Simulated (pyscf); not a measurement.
PySCF, gas phase, ωB97X-D3(BJ)/def2-SVP geometries.

Task: H₂N–AlH–OH + silane (SiH₄) -> H₂N–AlH₂ + silanol (HO–SiH₃)
Surface: singlet. Broken: Al–O, H–Si. Formed: Al–H, O–Si. Give ΔE‡ and ΔE from ωB97M-D3(BJ)/def2-TZVP, relative to the separated reactants.

Result: ΔE‡ = 26.9 kJ/mol, ΔE = +53.2 kJ/mol. Zero-point energy shifts the barrier by +10.1 kJ/mol. It is a four-centre exchange, with an imaginary mode of 307i cm⁻¹. On the reactant side the descent ends in a complex (not fully relaxed), 18.1 kJ/mol under the separated species and 32.2 kJ/mol under the saddle at ωB97X-D3(BJ)/def2-TZVP. On the product side the descent ends in an adduct with a Al–O contact (not fully relaxed), 78.8 kJ/mol under the separated species and 39.4 kJ/mol under the saddle at ωB97X-D3(BJ)/def2-TZVP. At ωB97M-D3(BJ) the saddle lies under the separated products, which points to a path from their complex (located at ωB97X-D3(BJ) alone), and parting the products costs more than the saddle. What is counted as broken (Al–O) persists as a longer contact in the product adduct; parting that adduct is a step of its own. At ωB97X-D3(BJ)/def2-TZVP the barrier from the zero used here is 14.0 kJ/mol. This is the saddle that the search found; another between the same sides may lie lower.
